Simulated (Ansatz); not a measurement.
# SiO2 (quintet): the correlation ladder, def2-QZVPP

The task here is to estimate one member of a computed series from the others.

Program: Ansatz 0.2.0, Gaussian basis. Level of theory: def2-QZVPP, core rule «outside noble gas», up to 7 orbitals frozen. These are calculated values, not measurements.

Plan: UHF; ROHF; CCSD(T) on UHF.

2 further runs of the same task are left out: 2 set aside as unsound or not needed.

### The system

The geometry is a PBE0/def2-TZVP stationary point (not a proven minimum) of the parent state, kept for this charge and spin.

3 atoms, charge 0, spin multiplicity 5.

Atoms are counted from 1 here; the program's logs count them from 0.

Bond lengths: Si1–O2 1.578 Å, Si1–O3 1.578 Å. Angles: O2–Si1–O3 111.8°.

The first run:

The input, in.yaml:

```yaml
crystal:
  periodic: [false, false, false]
  atoms:
    - {symbol: Si, position_ang: [0.000000, -0.471221, 0.000000]}
    - {symbol: O, position_ang: [0.000000, 0.413593, -1.306543]}
    - {symbol: O, position_ang: [0.000000, 0.413593, 1.306543]}
basis:
  gaussian: {orbitals: "def2-QZVPP.json"}
magnetization: {spin_polarized: true, initial_magnetization: 4}
hamiltonian: {xc: hf}
output: {orbitals: {seedname: orbitals}}
```

Run with:

```
$ ansatz run in.yaml --threads 1 --pin off --events-out ev --progress --plain --max-ram 2393MiB
```

Among the steps run: UHF; ROHF; CCSD(T) on UHF.

One table of the session follows, with a row left open; its other results are not shown here.

| method | from UCCSD(T) (kJ/mol) |
| --- | --- |
| ROHF | +1367.5 |
| UHF | +1336.9 |
| UMP2 | ? |
| UCCSD | +47.6 |
| UCCSD(T) | 0 |

Estimate the missing values for UMP2.

The run gave: from UCCSD(T) (kJ/mol): +119.3. In the column «from UCCSD(T) (kJ/mol)» it lies between UCCSD (+47.6) and UHF (+1336.9).
